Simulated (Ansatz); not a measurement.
# PHF2+ (quartet): from Hartree-Fock to the top rungs, cc-pVDZ

Aim: climb from Hartree-Fock through coupled cluster and multireference methods for PHF2+ (quartet) at one geometry and basis, and see what each rung misses.

Program: Ansatz 0.2.0, Gaussian basis. Level of theory: cc-pVDZ, core rule «outside noble gas», up to 7 orbitals frozen. These are calculated values, not measurements.

Plan: UHF; CCSD(T) on ROHF; CCSD(T) on UHF; BCCD(T) on ROHF; CISD as a restricted active space (open shells left free, so some higher excitations enter); CCSDT(Q) on ROHF; CCSDT(Q) on UHF; CASSCF and MRCISD+Q, 19 electrons in 13 orbitals; CASSCF and NEVPT2, 19 electrons in 13 orbitals.

12 further runs of the same task are left out: 6 for a known fault of the program, 6 set aside as unsound or not needed. Runs told in other sessions of the task aren't counted.

## (1) The geometry

The geometry is a PBE0/def2-TZVP stationary point (not a proven minimum) of the parent state, kept for this charge and spin.

4 atoms, charge 1, spin multiplicity 4.

Atoms are counted from 1 here; the program's logs count them from 0.

Bond lengths: F1–P2 1.632 Å, P2–F3 1.632 Å, P2–H4 1.402 Å. Angles: F1–P2–F3 164.9°, F1–P2–H4 97.6°, F3–P2–H4 97.6°.

## (2) UHF

File in.yaml:

```yaml
crystal:
  periodic: [false, false, false]
  atoms:
    - {symbol: F, position_ang: [0.000000, -0.118388, 1.617771]}
    - {symbol: P, position_ang: [0.000000, 0.096465, 0.000000]}
    - {symbol: F, position_ang: [0.000000, -0.118388, -1.617771]}
    - {symbol: H, position_ang: [0.000000, 1.498583, 0.000000]}
basis:
  gaussian: {orbitals: cc-pVDZ}
total_charge: 1
magnetization: {spin_polarized: true, initial_magnetization: 3}
hamiltonian: {xc: hf}
output: {orbitals: {seedname: orbitals}}
```

On the command line:

```console
$ ansatz run in.yaml --threads 1 --pin off --events-out ev --progress --plain --max-ram 2816MiB --backend cpu
```

The runs that follow: CCSD(T) on ROHF; CCSD(T) on UHF; BCCD(T) on ROHF; CISD as a restricted active space (open shells left free, so some higher excitations enter); CCSDT(Q) on ROHF; CCSDT(Q) on UHF; CASSCF and MRCISD+Q, 19 electrons in 13 orbitals; CASSCF and NEVPT2, 19 electrons in 13 orbitals.

Before running them: what should the planned runs give, taken together? Wanted: RCCSDT(Q) from the RHF energy; RMP2 from RCCSDT(Q); UMP2 from RCCSDT(Q); RCCSD from RCCSDT(Q); RCCSD(T) from RCCSDT(Q); UCCSD(T) from RCCSDT(Q); UCCSDT(Q) from RCCSDT(Q); NEVPT2 valence from RCCSDT(Q); MRCISD+Q valence from RCCSDT(Q).

As calculated:

```
                         quantity        value
    RCCSDT(Q) from the ROHF energy  -13.5048 eV
              RMP2 from RCCSDT(Q)   +853.9 meV
              UMP2 from RCCSDT(Q)  +1067.6 meV
             RCCSD from RCCSDT(Q)   +538.1 meV
          RCCSD(T) from RCCSDT(Q)    +92.7 meV
          UCCSD(T) from RCCSDT(Q)   +100.9 meV
         UCCSDT(Q) from RCCSDT(Q)    -15.5 meV
    NEVPT2 valence from RCCSDT(Q)  +1717.5 meV
  MRCISD+Q valence from RCCSDT(Q)   +248.3 meV
levels within 1 kcal/mol (43 meV)    UCCSDT(Q)
                    T1 diagnostic        0.052
   effectively unpaired electrons         3.03
```

In words: RCCSD(T) lands +92.7 meV from the yardstick (0.7 % of the correlation energy). The occupations are near whole numbers, but T1 = 0.052 shows that the orbitals relax strongly. Of the multireference levels listed MRCISD+Q valence comes nearest in total energy (+248.3 meV), which doesn't show that its space is the better one. Coupled cluster took another determinant than the lowest Hartree-Fock one. These misses are within one basis, not against nature; the frozen cores of restricted and unrestricted runs differ, which can shift their rows.

With open shells the CI space here admits some higher excitations, so it is larger than plain CISD.
